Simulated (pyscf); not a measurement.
PySCF, gas phase, ωB97X-D3(BJ)/def2-SVP geometries.

**Question.** Estimate by transition-state theory the rate constant of HZn–SeH (SMILES [ZnH][SeH]) + H₂ (SMILES [H][H]) → ZnH₂ (SMILES [ZnH2]) + H₂Se (SMILES [SeH2]) (singlet surface; Se–Zn, H–H broken, H–Zn, H–Se formed) at 1200 K, with ωB97M-D3(BJ)/def2-TZVP energies (ideal gas, 1 atm, RRHO with modes under 100 cm⁻¹ raised to 100, one conformer, R ln 2 for chiral ones without a mode under 150 cm⁻¹; no tunnelling).

**Answer.** The electronic barrier is 36.6 kcal/mol and the thermal terms add +31.6, so ΔG‡ = 68.3 kcal/mol. With k_BT/h = 2.50e+13 s⁻¹ and RT = 2.385 kcal/mol, and a volume of 1.64e-19 cm³ per molecule at 1 atm, k = 1.5e-18 cm³ molecule⁻¹ s⁻¹. Wigner's tunnelling factor for 1177i cm⁻¹ would be 1.08. A shift of 1 kcal/mol in the barrier changes k by a factor 1.5. On the product side the descent ends in an adduct with a Se–Zn contact, 7.1 kcal/mol under the separated species and 18.2 kcal/mol under the saddle at ωB97X-D3(BJ)/def2-TZVP. What is counted as broken (Se–Zn) persists as a longer contact in the product adduct; parting that adduct is a step of its own. One saddle was located; it need not be the lowest between these sides. Elements up to Kr have no core potential and no relativistic terms here.
